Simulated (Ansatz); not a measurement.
We consider ZrSe₃ (P2₁/m, No. 11), described by LDA in Ansatz (plane waves, PAW).

Settings: plane-wave cutoff 520 eV, 6×10×4 k mesh (along the axes of the cell as run), Fermi–Dirac smearing 0.01 eV, scalar-relativistic PAW data made under PBE.

Cell (measured lattice):

Space group P2₁/m (No. 11); a = 5.410 Å, b = 3.770 Å, c = 9.450 Å, α = 90.00°, β = 97.50°, γ = 90.00°

```tsv
atom	site	symmetry	x	y	z
Se	2e	m	0.1120	0.2500	0.8310
Se	2e	m	0.4550	0.7500	0.1750
Se	2e	m	0.2360	0.2500	0.4470
Zr	2e	m	0.7150	0.2500	0.3430
```

Predict the band gap, smallest direct gap on the k points sampled and Γ–Γ gap.


- band gap: 0.27 eV
- smallest direct gap on the k points sampled: 0.62 eV
- Γ–Γ gap: 0.69 eV

Measured, for comparison: band gap 1.1 eV (temperature not stated, not corrected to a static lattice, indirect, absorption, single crystal; as tabulated in Patel et al., Bull. Mater. Sci. 28, 405 (2005)).

Note: cell and atoms aren't relaxed at this level (largest force component 0.14 eV/Å, pressure -2.8 GPa).

Spin–orbit coupling is not included.

Computing time: around 5 core-minutes (rough).

Ansatz is a first-principles code.
